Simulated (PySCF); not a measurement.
How the method moves the adiabatic energies of losing or gaining an electron of dimethyl sulfoxide

Structure: `CS(C)=O` (C2H6OS).

All levels share the PBE0-D3(BJ)/ma-def2-SVP structures and the PBE0-D3(BJ)/ma-def2-SVP thermal terms; only the single-point energies (PySCF) change. Values are adiabatic energies of losing or gaining an electron (0 K, eV).

adiabatic ionisation energy: the gap is larger than usual, and may come from another state, site, conformer or species, from an onset or band maximum that doesn't mark the energy named, from the functional or basis, or from an outlying measurement.

Measured (NIST Chemistry WebBook): adiabatic ionisation energy 9.10 eV.

```csv
level,ionisation energy to the radical cation,time
PBE0-D3(BJ)/cc-pVDZ,8.34,44 s
PBE0-D3(BJ)/6-31G*,8.41,98 s
PBE0-D3(BJ)/def2-TZVP,8.55,100 s
BHandHLYP/ma-def2-TZVP,8.56,100 s
PBE0-D3(BJ)/aug-cc-pVDZ,8.57,88 s
PBE0-D3(BJ)/pcseg-1,8.59,39 s
PBE0-D3(BJ)/ma-def2-TZVP,8.59,–
PBE0-D3(BJ)/6-311+G**,8.62,62 s
PBE0-D3(BJ)/6-31+G*,8.63,36 s
```

Times are wall times for all single points of a level on 1 thread of Arm Neoverse N1, a shared host; the dash marks the run that also made the structures.

The spread: 0.29 eV, from 8.34 to 8.63.
